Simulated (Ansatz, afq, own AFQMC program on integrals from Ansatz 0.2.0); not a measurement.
# BN⁺, doublet in 6-31G, levels against full CI

```xyz
2

B     0.0000    0.0000    0.0000
N     0.0000    0.0000    1.4419
```

Basis 6-31G. Only valence electrons are correlated. AFQMC by an in-house program on the Cholesky factors that Ansatz 0.2.0 writes for its CCSD(T) run. ph-AFQMC/CISD is guided by a CISD state made of CCSD amplitudes; releasing the constraint for a short imaginary time cuts its bias at the price of noise, slowly where states lie close. ± is one standard error of the sampling.

Determinant: ROHF, the one that the program's search chose, which needn't be the lowest solution. The geometry is a PBE0/def2-TZVP stationary point of this or a neighbouring charge and spin state.

Full CI is exact in this basis; its frozen core comes from its own orbitals, which moves totals by up to a few meV.

Cautions: a spin-contaminated unrestricted determinant lies lower (UHF 3.17 eV lower, ⟨S²⟩ 1.76); the search met a lower determinant of the same kind, perhaps of another symmetry (986 meV lower); strong correlation (T1 0.091, weight of the determinant 0.75, largest double 0.25); (T) is large, 8 % of the CCSD correlation; the released energies move by 1.5 errors or more from one time to the next, so no released level is given (meV from the phaseless value at times in 1/Eh: -24 ± 22 at 0.24, -17 ± 37 at 0.51, -119 ± 28 at 0.99, -27 ± 49 at 1.62, -114 ± 37 at 2.40), though the last usable value meets full CI within the noise; CCSDTQ on the UHF determinant differs (536 meV lower), perhaps since the unrestricted series falls towards higher spin; full CI with its own frozen core; a state of higher spin lies lower (by 539 meV).

```
T1 diagnostic                               : 0.0905
weight of the determinant in the CISD state : 0.749
size of the correlated space                : 7 electrons in 16 orbitals
```

Reference: full CI, correlation energy -5.873 eV. CCSDTQ lies 2.3 meV below full CI, in part by the other frozen core, which shifts every row alike, so rows that close can't be ranked against it. The cautions show a poor starting determinant, so the rows tell how each method copes with it here, and full CI is the sure value.

```tsv
level	E − E(reference) (mEh)	share of correlation (%)
HF	215.84	0.00
MP2	37.50	82.63
CCSD	18.21	91.56
CCSD(T)	1.52	99.30
CCSDT	0.43	99.80
CCSDT(Q)	0.78	99.64
CCSDTQ	-0.08	100.04
ph-AFQMC/CISD	6.07 ± 0.71	97.19
```

CCSDT and higher add their correlation energy to the determinant of the CCSD(T) run, since their own runs factorise the integrals more tightly (a shift of under 2 meV). A walk keeps the symmetry of its determinant, which the program's search chose and which needn't be the lowest solution, so a lower state of the same spin and another symmetry isn't excluded.
